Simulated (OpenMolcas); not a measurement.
**BClO (SMILES O=BCl): HF/cc-pVTZ**

What is the vertical electron affinity of BClO at HF/cc-pVTZ? 

Program for the calculation: OpenMolcas 26.06.

### Step 1. Starting point

BClO: 3 atoms, total charge 0, spin state singlet. As SMILES, `O=BCl`. The coordinates come from a GFN2-xTB relaxation.

Bond lengths: O1–B2 1.193 Å, B2–Cl3 1.639 Å. Angles: O1–B2–Cl3 179.9°.

### Step 2. Energy and forces at HF/cc-pVTZ

Contents of job.input:

```
>>> EXPORT MOLCAS_PRINT=2

&gateway
  baslib = $CurrDir
  coord
  3
  angstrom
  O        1.019560       0.606200       0.626990
  B        0.113080       0.066620       0.069470
  Cl      -1.132640      -0.672810      -0.696460
  basis = cc-pVTZ
  group = NoSym

&seward

&scf
  prorbitals = 0

&alaska
```

The basis set cc-pVTZ is read from a file made from the Basis Set Exchange's data (not shown).

The run is started by

```console
$ export MOLCAS_MEM=1860
$ pymolcas job.input > job.log
```

Log, shortened:

```text
--- Start Module: gateway ---
[...]
--- Stop Module: gateway /rc=_RC_ALL_IS_WELL_ ---
[...]
      Basis functions           94
[...]
--- Start Module: scf ---
[...]
       Convergence after  11 Iterations
[...]
::    Total SCF energy                               -559.1837856206
[...]
      Total spin, S                                     0.0000000000
[...]
      Total electronic charge=   30.000000
      Total            charge=   -0.000000
[...]
      Dipole Moment (debye):
      Origin of the operator (angstrom)=   -0.3559   -0.2113   -0.2188
                   X= -2.4131E+00               Y= -1.4368E+00               Z= -1.4842E+00           Total=  3.1765E+00
      Quadrupole Moment (debye*angstrom):
[...]
--- Stop Module: scf /rc=_RC_ALL_IS_WELL_ ---
[...]
--- Start Module: alaska ---
[...]
 *              Molecular gradients               *
 **************************************************
  Irreducible representation: a
 ------------------------------------------------------------------------------------------
                              X                       Y                       Z
 ------------------------------------------------------------------------------------------
  O1                1.14149367379390E-02    6.86157076204452E-03    7.02819151407930E-03
  B2               -3.81760902165765E-02   -2.27950094403555E-02   -2.34877728115125E-02
  CL3               2.67611534786170E-02    1.59334386783136E-02    1.64595812974389E-02
 ------------------------------------------------------------------------------------------
--- Stop Module: alaska /rc=_RC_ALL_IS_WELL_ ---
[...]
```

Wall time 8.4 s (1 thread of Arm Neoverse V2, shared host); peak memory 0.51 GiB.

### Step 3. The doublet anion at the same level

Contents of job.input:

```
&GATEWAY
  BasLib=$CurrDir
  Coord
  3
  angstrom
  O        1.019560       0.606200       0.626990
  B        0.113080       0.066620       0.069470
  Cl      -1.132640      -0.672810      -0.696460
  Basis=cc-pVTZ
  Group=NoSym

&SEWARD

&SCF
  UHF
  Charge=-1
  Spin=2
  PrOrbitals=0

&ALASKA
```

The basis set cc-pVTZ is read from a file made from the Basis Set Exchange's data (not shown).

The run is started by

```console
$ export MOLCAS_MEM=1860
$ pymolcas job.input > job.log
```

Log, shortened:

```text
--- Start Module: gateway ---
[...]
--- Stop Module: gateway /rc=_RC_ALL_IS_WELL_ ---
[...]
      Basis functions           94
[...]
--- Start Module: scf ---
[...]
       Convergence after  24 Iterations
[...]
::    Total SCF energy                               -559.0722064194
[...]
      Total spin, S                                     0.5059386022
[...]
      Total electronic charge=   31.000000
      Total            charge=   -1.000000
[...]
      Dipole Moment (debye):
      Origin of the operator (angstrom)=   -0.3559   -0.2113   -0.2188
                   X= -2.5945E+00               Y= -1.4815E+00               Z= -1.5886E+00           Total=  3.3838E+00
      Center of Charge (angstrom)
[...]
--- Stop Module: scf /rc=_RC_ALL_IS_WELL_ ---
[...]
--- Start Module: alaska ---
[...]
 *              Molecular gradients               *
 **************************************************
  Irreducible representation: a
 ------------------------------------------------------------------------------------------
                              X                       Y                       Z
 ------------------------------------------------------------------------------------------
  O1               -1.71248514052884E-02   -1.14800035642473E-02   -1.06780493711227E-02
  B2               -5.42577500573622E-02   -2.99545060786963E-02   -3.31054905294557E-02
  CL3               7.13826014626422E-02    4.14345096429560E-02    4.37835399005806E-02
 ------------------------------------------------------------------------------------------
--- Stop Module: alaska /rc=_RC_ALL_IS_WELL_ ---
[...]
```

It took 14 s on 1 thread of Arm Neoverse V2, shared host; peak memory 0.52 GiB.

### Step 4. Summary of results

Level: HF/cc-pVTZ.

```
                                         quantity          value
                       singlet BClO: total energy  -559.18379 Eh
                      singlet BClO: dipole moment         3.18 D
                        singlet BClO: HOMO energy      -13.54 eV
                        singlet BClO: LUMO energy        3.27 eV
                      singlet BClO: HOMO–LUMO gap       16.81 eV
           singlet BClO: largest force on an atom     2.586 eV/Å
                      doublet anion: total energy  -559.07221 Eh
doublet anion: HOMO energy (highest over α and β)        2.76 eV
 doublet anion: LUMO energy (lowest over α and β)        9.12 eV
                              doublet anion: ⟨S²⟩          0.762
          doublet anion: largest force on an atom     4.804 eV/Å
vertical electron affinity (to the doublet anion)      -3.036 eV
```

In words: The anion lies 3.04 eV (70 kcal/mol) above the neutral: the electron isn't bound at this level, and such a value depends on the basis. Without diffuse functions anions come out too high. Hartree–Fock misses the correlation that binds many anions. The largest force (singlet BClO) is 2.59 eV/Å: the shape isn't a stationary point for this species at this level. Mulliken charges (doublet anion) run from -1.12 on B2 to +0.31 on Cl3. The HOMO (doublet anion) lies at positive energy, 2.76 eV: the electron is unbound at this level or held by a compact basis; values depend on the basis.
